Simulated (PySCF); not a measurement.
## LiF: frontier orbitals

PBE at R = 1.579 Å; basis Li def2-SVPD, F def2-SVPD; no relativity; PySCF 2.14. State: ¹Σ⁺ (singlet), closed shell. Only the outer orbitals are listed, counted within each symmetry.

```json
{"orbital": "2σ", "occ.": "2", "ε (eV)": "-50.70", "on Li (%)": "98", "main shells (%)": "98 Li s"}
{"orbital": "3σ", "occ.": "2", "ε (eV)": "-23.98", "on Li (%)": "1", "main shells (%)": "99 F s"}
{"orbital": "4σ", "occ.": "2", "ε (eV)": "-6.45", "on Li (%)": "4", "main shells (%)": "96 F p"}
{"orbital": "1π", "occ.": "2", "ε (eV)": "-6.13", "on Li (%)": "2", "main shells (%)": "98 F p"}
{"orbital": "1π", "occ.": "2", "ε (eV)": "-6.13", "on Li (%)": "2", "main shells (%)": "98 F p"}
{"orbital": "5σ", "occ.": "0", "ε (eV)": "-1.52", "on Li (%)": "98", "main shells (%)": "79 Li s, 19 Li p"}
{"orbital": "2π", "occ.": "0", "ε (eV)": "0.26", "on Li (%)": "107", "main shells (%)": "107 Li p"}
{"orbital": "2π", "occ.": "0", "ε (eV)": "0.26", "on Li (%)": "107", "main shells (%)": "107 Li p"}
```

Which are the highest filled and the lowest empty level, where do they sit, and how wide is the gap?

Highest filled 1π at -6.13 eV (in %: 98 F p); lowest empty 5σ at -1.52 eV (in %: 79 Li s, 19 Li p); the gap at PBE is 4.61 eV.

```
bond order (Mayer)                              : 0.35
⟨S²⟩                                            : 0.000
charge on Li (Mulliken, basis-dependent)        : 0.88
charge on Li (Löwdin, basis-dependent)          : 0.74
dipole moment (positive dipole means Li(−)F(+)) : -6.22 D
polarisability along the bond                   : 11.6 bohr³
polarisability across the bond                  : 10.5 bohr³
```

Shares are Mulliken populations and can fall outside 0 to 100 %.
